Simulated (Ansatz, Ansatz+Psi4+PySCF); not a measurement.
```xyz
8

C    -0.1073    0.5501    0.0000
C     1.1934   -0.2230   -0.0001
H    -0.2021    1.1783    0.8907
H    -0.2025    1.1795   -0.8899
H     1.2643   -0.8576   -0.8862
H     2.0439    0.4654    0.0001
H     1.2641   -0.8578    0.8860
F    -1.1872   -0.3412    0.0000
```

Basis set: cc-pVTZ (spherical functions). Correlated methods keep 3 orbitals frozen. Charge 0, multiplicity 1.

Computed with Ansatz (development build ahead of 0.2.0); each method stands on the lowest determinant of its kind that the runs found. Restricted open shells among the atoms or ions are ROHF, correlated in semicanonical orbitals with singles.

The atomization energy at this shape (free ground-state atoms in the same class of orbitals less the molecule, no zero-point energy) of singlet C₂H₅F:

```json
{"method": "RHF", "atomization energy": "2298.8 kJ/mol"}
```

**Question.** What does RHF-MP2 give?

**Answer.** 2979.3 kJ/mol.
